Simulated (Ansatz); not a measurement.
# Scan of the H4–O3–Si2 angle

SiNHO, singlet, at its PBE0-D4/def2-TZVP minimum:

```
4
angstrom
N -1.9584 0.6292 0.4806
Si -0.4964 0.1364 0.2609
O 1.0222 -0.3807 0.0642
H 1.4327 -0.3850 -0.8056
```

The angle H4–O3–Si2 (120.8° at the minimum) is set to the values below, H4, with anything bonded beyond it, turning rigidly in the plane of the angle. Each method's energies count from its own value at the PBE0-D4 minimum structure. Ansatz 0.2.0; basis: def2-TZVPP; cores frozen in the correlated methods. B3LYP uses VWN-RPA correlation.

CCSD(T) energies along the scan:
```tsv
angle (°)	CCSD(T) (kcal/mol)
96.8	4.44
102.8	2.26
108.8	0.87
114.8	0.16
120.8	0.00
126.8	0.30
132.8	0.94
138.8	1.83
144.8	2.84
```
They count from the CCSD(T) energy at the PBE0-D4 minimum.

Minimum and curvature along this coordinate at CCSD(T): A fifth-order fit through the nearest points gives 119.6°, with a curvature of about 0.57 meV/deg².

Largest difference from the CCSD(T) curve over the scan: PBE-D4 0.38; B3LYP-D4 0.84; HF 1.79; MP2 0.11 kcal/mol. Each curve counts from its own value at the minimum.

No T1 diagnostic of these runs exceeds 0.028. The T1 diagnostic is large here, which may signal multireference character or strong orbital relaxation, so CCSD(T) is less sure. The restricted Hartree–Fock reference is unstable towards an unrestricted one here.

For scale, one of the runs: CCSD(T)/def2-TZVPP, 118 basis functions (an equivalent command: `ansatz run in.yaml --threads 2`). The run took about 9.5 s on 2 CPU threads (shared host).
